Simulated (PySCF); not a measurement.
## Complex of sulfur dioxide and hydrogen chloride

The system is a cluster of sulfur dioxide and hydrogen chloride, neutral, singlet.

Parts: 1 = sulfur dioxide (O=S=O), atoms 1–3; 2 = hydrogen chloride (Cl), atoms 4–5.

Z-matrix (Å and degrees, atoms numbered from 1):
```
O 
S   1 1.4349
O   2 1.4282  1 118.82
Cl  1 3.3637  2 135.22  3 -25.89
H   4 1.2859  2 15.29  3 140.58
```

In these coordinates O1···H5 is 2.085 Å. Part 2 is then moved rigidly along that line, all else held; at short range other atoms may come into contact.

The starting structure comes from a short search with a few starts; no frequency run checks that it is a minimum, and another way of binding may lie lower.

These are computed values: CCSD(T)/aug-cc-pVDZ and MP2/aug-cc-pVTZ, aug-cc-pVQZ counterpoise interaction energy, frozen core, gas phase (PySCF 2.14.0). The geometry comes from PBE0-D3(BJ)/def2-TZVPD.

Counterpoise energies in kcal/mol, cluster less the parts frozen as they stand in it; small is aug-cc-pVDZ, large aug-cc-pVQZ. Estimated limit: HF in aug-cc-pVQZ, MP2 correlation extrapolated as X⁻³ from aug-cc-pVTZ and aug-cc-pVQZ, and CCSD(T) less MP2 in aug-cc-pVDZ; it isn't the exact limit.

How do the values run over the points 1.877, 1.981, 2.085, 2.189, 2.294, 2.606, 3.127, 4.170?


```json
{"O1···H5 (Å)": "1.877", "HF large": "-0.23", "MP2 large": "-2.48", "SCS-MP2 large": "-1.73", "CCSD(T) small": "-1.59", "CCSD(T) limit est.": "-2.23"}
{"O1···H5 (Å)": "1.981", "HF large": "-0.99", "MP2 large": "-2.82", "SCS-MP2 large": "-2.20", "CCSD(T) small": "-2.16", "CCSD(T) limit est.": "-2.64"}
{"O1···H5 (Å)": "2.085", "HF large": "-1.44", "MP2 large": "-2.92", "SCS-MP2 large": "-2.41", "CCSD(T) small": "-2.44", "CCSD(T) limit est.": "-2.79"}
{"O1···H5 (Å)": "2.189", "HF large": "-1.68", "MP2 large": "-2.87", "SCS-MP2 large": "-2.45", "CCSD(T) small": "-2.53", "CCSD(T) limit est.": "-2.77"}
{"O1···H5 (Å)": "2.294", "HF large": "-1.77", "MP2 large": "-2.72", "SCS-MP2 large": "-2.38", "CCSD(T) small": "-2.49", "CCSD(T) limit est.": "-2.66"}
{"O1···H5 (Å)": "2.606", "HF large": "-1.64", "MP2 large": "-2.13", "SCS-MP2 large": "-1.93", "CCSD(T) small": "-2.06", "CCSD(T) limit est.": "-2.11"}
{"O1···H5 (Å)": "3.127", "HF large": "-1.14", "MP2 large": "-1.28", "SCS-MP2 large": "-1.20", "CCSD(T) small": "-1.28", "CCSD(T) limit est.": "-1.28"}
{"O1···H5 (Å)": "4.170", "HF large": "-0.54", "MP2 large": "-0.51", "SCS-MP2 large": "-0.50", "CCSD(T) small": "-0.53", "CCSD(T) limit est.": "-0.52"}
```

The 8 runs took 24 min in all, one thread each of Arm Neoverse V1 on a shared host, launched as `OMP_NUM_THREADS=1 python cluster_run.py task.json out`.
